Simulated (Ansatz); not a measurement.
# HO2: the cost of one run

Program: Ansatz 0.2.0. Level of theory: DFT unrestricted PBE0, Gaussian basis aug-cc-pV(T+d)Z, and further levels as typed in the inputs. These are calculated values, not measurements.

1 further run of the same task is left out (it didn't finish).

### 1 The structure to begin with

Bond lengths: H1–O2 0.973 Å, O2–O3 1.311 Å. Angles: H1–O2–O3 105.7°.

Structure file:

```xyz
3

H     1.0317    0.0529    0.0000
O     0.0610    0.1216    0.0000
O    -0.2028    1.4055    0.0000
```

### 2 Batch in weak fields: HO2

It takes final geometries of earlier steps.

input.yaml reads:

```yaml
magnetization:
  spin_polarized: true
  initial_magnetization: 1
hamiltonian:
  xc: pbe0
batch:
  members: [f0p.yaml, f0m.yaml, f1p.yaml, f1m.yaml, f2p.yaml, f2m.yaml]
output:
  forces: true
# f0m.yaml, one of 6 members:
crystal:
  periodic: [false, false, false]
  atoms:
    - { symbol: H, position_ang: [1.0317429, 0.05290212, 0.0] }
    - { symbol: O, position_ang: [0.06104642, 0.12157107, 0.0] }
    - { symbol: O, position_ang: [-0.20278932, 1.40552681, 0.0] }
basis:
  gaussian:
    orbitals: "aug-cc-pV(T+d)Z.json"
    point_charges:
      - { charge: 2.500062, position_ang: [60.296667, 0.526667, 0.0] }
      - { charge: -2.500062, position_ang: [-59.703333, 0.526667, 0.0] }
```

**Question.** How long does this run take on 4 threads of Arm Neoverse V1, shared host, and how much memory does it need?

About 5.6 s, with a peak of 0.45 GiB.
